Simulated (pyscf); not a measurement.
Structures and frequencies: ωB97X-D3(BJ)/def2-SVP in PySCF.

**Question.** Estimate the classical barrier height and the reaction energy of H₂N–Ta(=O)(OH)–Cl -> O=Ta(=O)–Cl + NH₃ at ωB97M-D3(BJ)/def2-TZVP. The step runs on the singlet surface, breaks H–O, N–Ta and forms H–N; take the reactant's lowest minimum found as zero.

**Answer.** ΔE‡ = 2.06 eV, ΔE = +3.28 eV. Zero-point energy shifts the barrier by -0.08 eV. It is an elimination, with an imaginary mode of 1744i cm⁻¹. On the product side the descent ends in an adduct with a N–Ta contact, 2.53 eV under the separated species and 1.16 eV under the saddle at ωB97X-D3(BJ)/def2-TZVP. At ωB97M-D3(BJ) the saddle lies under the separated products, which points to a path from their complex (located at ωB97X-D3(BJ) alone), and parting the products costs more than the saddle. What is counted as broken (N–Ta) persists as a longer contact in the product adduct; parting that adduct is a step of its own. At the saddle there is also a short H–Ta contact that neither side keeps. This is the saddle that the search found; another between the same sides may lie lower. Elements past Kr carry the def2 core potentials, without spin-orbit coupling.
